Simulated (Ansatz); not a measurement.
Born–Oppenheimer molecular dynamics of H4Si (5 atoms, charge 0, multiplicity 1). It starts at the highest image of a converged band, a first-order saddle point between two minima.

Theory: Ansatz 0.2.0, RKS PBE0-D4/def2-TZVP.

* ensemble: NVE (velocity Verlet)
* time step: 0.5 fs
* steps asked: 200
* starting velocities drawn for: 300 K
* seed: 10300

Frames 0.5 fs apart, positions in Å, forces in eV/Å.

Velocities at 70 fs (Å/ps):

```
Si -0.54 -0.46 -3.18
H -1.63 11.96 20.59
H -0.42 -2.77 26.37
H 9.32 10.37 30.17
H 7.87 -6.83 11.49
```

```xyz
5
Properties=species:S:1:pos:R:3:forces:R:3 time_fs=70 energy_less_start_eV=-0.036 T=393
Si 0.238 -0.003 -0.519 0.49 0.25 0.43
H 0.641 0.275 1.281 0.35 -0.53 -0.68
H 1.292 -0.089 0.858 0.06 0.09 0.29
H -0.398 1.100 0.320 -0.62 -0.02 -0.25
H -0.495 -1.215 0.014 -0.28 0.21 0.20
5
Properties=species:S:1:pos:R:3:forces:R:3 time_fs=70.5 energy_less_start_eV=-0.021 T=355
Si 0.237 -0.003 -0.521 0.45 0.33 0.59
H 0.641 0.281 1.290 0.39 -0.55 -0.73
H 1.292 -0.090 0.872 0.02 0.11 0.29
H -0.394 1.105 0.335 -0.59 -0.13 -0.34
H -0.491 -1.218 0.020 -0.27 0.24 0.18
5
Properties=species:S:1:pos:R:3:forces:R:3 time_fs=71 energy_less_start_eV=-0.008 T=322
Si 0.237 -0.003 -0.523 0.40 0.39 0.74
H 0.642 0.285 1.298 0.42 -0.55 -0.75
H 1.292 -0.091 0.886 0.00 0.11 0.27
H -0.392 1.110 0.349 -0.55 -0.23 -0.42
H -0.488 -1.221 0.026 -0.26 0.28 0.16
5
Properties=species:S:1:pos:R:3:forces:R:3 time_fs=71.5 energy_less_start_eV=0.003 T=294
Si 0.237 -0.003 -0.524 0.35 0.45 0.86
H 0.643 0.287 1.304 0.41 -0.54 -0.74
H 1.292 -0.092 0.901 0.00 0.09 0.24
H -0.391 1.114 0.362 -0.51 -0.32 -0.50
H -0.486 -1.223 0.033 -0.25 0.31 0.14
5
Properties=species:S:1:pos:R:3:forces:R:3 time_fs=72 energy_less_start_eV=0.011 T=272
Si 0.237 -0.003 -0.525 0.29 0.50 0.97
H 0.646 0.289 1.308 0.38 -0.51 -0.70
H 1.292 -0.092 0.916 0.03 0.06 0.19
H -0.391 1.118 0.374 -0.47 -0.40 -0.57
H -0.484 -1.224 0.040 -0.23 0.34 0.12
5
Properties=species:S:1:pos:R:3:forces:R:3 time_fs=72.5 energy_less_start_eV=0.017 T=257
Si 0.237 -0.003 -0.527 0.24 0.54 1.05
H 0.649 0.289 1.311 0.32 -0.45 -0.63
H 1.292 -0.093 0.932 0.09 0.02 0.12
H -0.392 1.120 0.384 -0.44 -0.47 -0.64
H -0.483 -1.224 0.048 -0.21 0.37 0.09
5
Properties=species:S:1:pos:R:3:forces:R:3 time_fs=73 energy_less_start_eV=0.021 T=246
Si 0.237 -0.003 -0.528 0.18 0.56 1.12
H 0.653 0.288 1.312 0.23 -0.38 -0.53
H 1.292 -0.093 0.949 0.18 -0.05 0.04
H -0.394 1.122 0.393 -0.40 -0.52 -0.70
H -0.482 -1.224 0.055 -0.20 0.39 0.07
5
Properties=species:S:1:pos:R:3:forces:R:3 time_fs=73.5 energy_less_start_eV=0.024 T=239
Si 0.237 -0.003 -0.529 0.14 0.58 1.16
H 0.658 0.286 1.312 0.12 -0.29 -0.42
H 1.293 -0.094 0.965 0.29 -0.13 -0.05
H -0.397 1.122 0.400 -0.37 -0.56 -0.74
H -0.482 -1.222 0.063 -0.18 0.40 0.05
5
Properties=species:S:1:pos:R:3:forces:R:3 time_fs=74 energy_less_start_eV=0.025 T=235
Si 0.237 -0.003 -0.530 0.09 0.59 1.19
H 0.663 0.284 1.310 -0.02 -0.19 -0.30
H 1.294 -0.095 0.981 0.42 -0.21 -0.14
H -0.401 1.121 0.406 -0.33 -0.59 -0.78
H -0.482 -1.220 0.071 -0.16 0.41 0.03
5
Properties=species:S:1:pos:R:3:forces:R:3 time_fs=74.5 energy_less_start_eV=0.026 T=235
Si 0.236 -0.003 -0.531 0.06 0.59 1.21
H 0.668 0.281 1.308 -0.15 -0.09 -0.18
H 1.297 -0.096 0.997 0.55 -0.30 -0.24
H -0.406 1.118 0.409 -0.30 -0.61 -0.80
H -0.483 -1.216 0.079 -0.15 0.41 0.01
5
Properties=species:S:1:pos:R:3:forces:R:3 time_fs=75 energy_less_start_eV=0.024 T=240
Si 0.236 -0.003 -0.532 0.03 0.57 1.21
H 0.673 0.278 1.306 -0.27 0.00 -0.09
H 1.300 -0.098 1.012 0.64 -0.37 -0.31
H -0.412 1.114 0.411 -0.27 -0.60 -0.81
H -0.484 -1.212 0.087 -0.13 0.40 -0.01
5
Properties=species:S:1:pos:R:3:forces:R:3 time_fs=75.5 energy_less_start_eV=0.019 T=253
Si 0.236 -0.003 -0.532 0.02 0.55 1.21
H 0.677 0.275 1.303 -0.35 0.07 -0.01
H 1.305 -0.101 1.026 0.70 -0.40 -0.37
H -0.418 1.109 0.411 -0.24 -0.59 -0.80
H -0.485 -1.207 0.095 -0.12 0.38 -0.03
```

Of the whole run (100 fs, mean temperature of the second half 402 K): The conserved energy stayed within 0.089 meV per atom of its start (net change 0.065 meV per atom), so the integration is sound. The kinetic energy rose, since the run started high on the potential surface and went downhill. A run of 0.1 ps of so small a system gives no equilibrium averages. The orbitals stay closed-shell, which can raise the energy where a bond breaks towards radicals; this wasn't checked here.

Time of the run: 2.1 min on 1 thread of Arm Neoverse V2, on a shared host, peak memory 0.092 GiB.
